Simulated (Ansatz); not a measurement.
**CH5OS+ (SMILES CO[SH2+]): one structure at several levels**

An exercise on one series of results from a longer session: the logs are not shown, and one member is left open.

The runs use Ansatz 0.2.0, Gaussian basis; single points in def2-TZVPP.

Correlated methods freeze the cores.

### Where the work starts

SMILES `CO[SH2+]`, 8 atoms, charge 1, spin multiplicity 1.

Atoms are counted from 1 here; the program's logs count them from 0.

Bond lengths: C1–O2 1.258 Å, C1–H4 1.318 Å, C1–H5 1.033 Å, C1–H6 1.219 Å, O2–S3 1.819 Å, S3–H7 1.225 Å, S3–H8 1.474 Å. Angles: O2–C1–H4 112.2°, O2–C1–H5 125.9°, O2–C1–H6 98.8°, H4–C1–H5 89.5°, H4–C1–H6 123.8°, H5–C1–H6 109.1°, C1–O2–S3 111.1°, O2–S3–H7 90.8°, O2–S3–H8 83.9°, H7–S3–H8 90.5°.

Geometry (Å):

```xyz
8
CH5OS
C    -0.3854    1.0253   -0.1233
O    -0.2864   -0.0252    0.5612
S     0.7325   -1.2677   -0.2903
H    -0.8228    0.7855   -1.3433
H     0.4006    1.5653   -0.5203
H    -0.9784    1.7185    0.6853
H    -0.0075   -2.1635    0.0964
H     1.4699   -1.3074    0.9855
```

The first run:

run/in.yaml reads:

```yaml
crystal:
  periodic: [false, false, false]
  atoms:
    - {symbol: C, position_ang: [-0.385400, 1.025300, -0.123300]}
    - {symbol: O, position_ang: [-0.286400, -0.025200, 0.561200]}
    - {symbol: S, position_ang: [0.732500, -1.267700, -0.290300]}
    - {symbol: H, position_ang: [-0.822800, 0.785500, -1.343300]}
    - {symbol: H, position_ang: [0.400600, 1.565300, -0.520300]}
    - {symbol: H, position_ang: [-0.978400, 1.718500, 0.685300]}
    - {symbol: H, position_ang: [-0.007500, -2.163500, 0.096400]}
    - {symbol: H, position_ang: [1.469900, -1.307400, 0.985500]}
basis:
  gaussian: {orbitals: def2-TZVPP}
total_charge: 1
correlation: {method: ccsd_t}
output: {forces: true}
```

The command line of these runs was not kept.

Among the steps run: CCSD(T)/def2-TZVPP; PBE0-D4/def2-TZVPP; wB97M-V/def2-TZVPP; r2SCAN-D4/def2-TZVPP; PBE-D4/def2-TZVPP; B97M-V/def2-TZVPP; CAM-B3LYP-D4/def2-TZVPP.

One table of the session follows, with a row left open; its other results are not shown here.

| method | RMS force component (eV/Å) | angle to CCSD(T) forces (°) |
| --- | --- | --- |
| CCSD(T) | 3.277 | reference |
| PBE0-D4 | ? | ? |
| wB97M-V | 3.235 | 2.5 |
| r2SCAN-D4 | 2.989 | 4.8 |
| PBE-D4 | 2.954 | 6.9 |
| B97M-V | 2.954 | 4.8 |
| CAM-B3LYP-D4 | 3.169 | 3.4 |

Estimate the missing values for PBE0-D4.

As computed: RMS force component (eV/Å): 3.080; angle to CCSD(T) forces (°): 4.3. In the column «RMS force component (eV/Å)» it lies between r2SCAN-D4 (2.989) and CAM-B3LYP-D4 (3.169).
